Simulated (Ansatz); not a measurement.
1T (CdI2-type) ZrSe2, treated with HSE06-D3(BJ) (Ansatz, a program for electronic structure, PAW).

Settings: plane-wave cutoff 500 eV, 12×12×4 k mesh (along the axes of the cell as run), Fermi–Dirac smearing 0.05 eV, scalar-relativistic PAW data made under PBE.

Computed at the level's own relaxed cell.

Predict the equilibrium volume per atom, lattice parameter a and c axis length.


- equilibrium volume per atom = 23.74 Å³/atom
- lattice parameter a = 3.720 Å
- c axis length = 5.941 Å

Measured, for comparison: lattice constant a 3.77 Å (temperature not stated, no zero-point or thermal correction; as tabulated in Björkman (2014), arXiv:1406.2436); lattice parameter c 6.122 Å (temperature not stated, zero-point anharmonic expansion removed (computed with revB86b-DF2); no thermal correction; as tabulated in Björkman (2014), arXiv:1406.2436). Computed (rounded) less measured: lattice constant a -1.3 %, lattice parameter c -3.0 %. A static lattice is as a rule a little smaller and stiffer than an uncorrected measurement, which narrows the difference in the lattice constant a and would widen misses of the other sign.

Note: exact exchange on metals is sensitive to the k mesh and can open a false gap.

Computed values are for the static lattice.

Computing time: very roughly 90 core-minutes.
